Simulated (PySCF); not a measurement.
SMILES C1SC1 (C₂H₄S), singlet at its CAM-B3LYP/def2-SVP optimised geometry (Å):

```
7

C     -0.7400    -0.6822     0.0000
C      0.7400    -0.6822     0.0000
S      0.0000     0.9712     0.0000
H     -1.2578    -0.9707     0.9194
H     -1.2579    -0.9712    -0.9192
H      1.2578    -0.9708    -0.9194
H      1.2579    -0.9711     0.9192
```

Method: CAM-B3LYP/def2-TZVP (PySCF). Cells within 0.4 Å of a nucleus heavier than hydrogen are left out (blank, or x).

Map of the log10 of the electron density (e/bohr³), floored at −4 on the plane z = 0.0 Å:

```
|00000000000000000000000000000|
|00000000000111111100000000000|
|00000000011223332211000000000|
|00000000122334443322100000000|
|00000001233455555433210000000|
|00000012344566666544321000000|
|00000012345677777654321000000|
|00000123456788888765432100000|
|00000124567889998876542100000|
|0000123456789xxx9876543210000|
|0000123456889xxx9886543210000|
|0000123567889xxx9887653210000|
|00012345678899999887654321000|
|00012345678899999887654321000|
|00012456788999999988765421000|
|00023456789999999998765432000|
|0012346789xxx999xxx9876432100|
|0012356789xxx999xxx9876532100|
|00123467899xx999xx99876432100|
|00123456788998889988765432100|
|00013456677877777877665431000|
|00012345566666666666554321000|
|00001234455555555555443210000|
|00000123344444444444332100000|
|00000012223333333332221000000|
|00000001111222222211110000000|
|00000000000001110000000000000|
|00000000000000000000000000000|
|00000000000000000000000000000|
```
Scale: ten equal steps from -4.00 (start of '0') to -0.509 (end of '9'), in the order '0123456789'; x runs from -3.50 to 3.50, y from -3.50 (bottom) to 3.50 (top).
